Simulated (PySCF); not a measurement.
**Löwdin shares of the frontier orbitals**

C5H11N.
Structure used (PBE0-D3(BJ)/def2-SVP), in Å, numbered top down from 1:
```
atom  x, y, z in Å
C1     2.5413   -0.0872    0.0121
C2     1.1102   -0.5898    0.0100
N3     0.1767    0.5103   -0.0267
C4    -1.0740    0.2773   -0.0316
C5    -1.6791   -1.1042   -0.0005
C6    -2.0235    1.4377   -0.0711
H7     3.2590   -0.9213    0.0390
H8     2.7387    0.5146   -0.8875
H9     2.7214    0.5567    0.8859
H10    0.9518   -1.2639   -0.8556
H11    0.9340   -1.2205    0.9044
H12   -1.3527   -1.6514    0.8992
H13   -2.7767   -1.0780   -0.0094
H14   -1.3396   -1.6969   -0.8660
H15   -1.4597    2.3785   -0.0907
H16   -2.6895    1.4271    0.8080
H17   -2.6729    1.3803   -0.9607
```

Computed, not measured: TDDFT CAM-B3LYP/def2-SVPD, vertical, gas phase, core orbitals frozen in the response in PySCF.

Kohn–Sham orbitals with the atoms that hold most of them (Löwdin shares over 4%, at most four atoms; ? is withheld):

| orbital | ε (eV) | atoms |
| --- | --- | --- |
| HOMO-3 | -11.41 | C1 21%, C4 14%, C6 14%, C2 13% |
| HOMO-2 | -11.29 | C1 31%, C2 14%, H8 13%, H9 13% |
| HOMO-1 | -9.13 | N3 35%, C4 22%, C2 12%, C6 6% |
| HOMO | -8.30 | ? |
| LUMO | 1.25 | ? |
| LUMO+1 | 1.31 | C4 32%, N3 31%, C5 7%, C6 6% |
| LUMO+2 | 1.90 | C1 22%, C2 11%, C6 11%, H7 10% |

(1) Give the leading atoms of the LUMO.

(2) Which atoms hold the HOMO, and with what shares?

(3) The HOMO–LUMO gap is 9.55 eV. Where does the response calculation put the lowest singlet, and from which orbitals?

(4) One configuration dominates each of S1, S2, S3 and S4. Which, and how do the shares of the two leading atoms of either orbital change from the occupied to the empty one?

Results:

(1) C5 (bonded to C and 3 H) 22%; C6 (bonded to C and 3 H) 11%; H13 (bonded to C) 8%; C4 (bonded to 2 C and N) 8%. By element: carbon 41% or more, hydrogen 8% or more.

(2) N3 (bonded to 2 C) 58%; C2 (bonded to C, N and 2 H) 11%; C4 (bonded to 2 C and N) 10%; C5 (bonded to C and 3 H) 6%. By element: nitrogen 58%, carbon 27% or more.

(3) S1 is at 5.14 eV (f = 0.0008), 4.42 eV below the gap, made of HOMO→LUMO+1 (98%). Its leading pair isn't HOMO and LUMO; the energies of that pair differ by 9.61 eV. 

(4) 
- S1 (5.14 eV, f 0.0008), HOMO→LUMO+1 (98%): N3 58% → 31%, C2 11% → at most 7%, C4 10% → 32%
- S2 (6.78 eV, f 0.028), HOMO→LUMO (88%): N3 58% → at most 9%, C2 11% → at most 9%, C5 6% → 22%, C6 at most 7% → 11%
- S3 (7.46 eV, f 0.317), HOMO-1→LUMO+1 (86%): N3 35% → 31%, C4 22% → 32%
- S4 (7.49 eV, f 0.014), HOMO-1→LUMO (91%): N3 35% → at most 9%, C4 22% → 8%, C5 at most 7% → 22%, C6 6% → 11%

The run took about 90 s of CPU time (one thread, shared machine).

One conformer stands for the species.
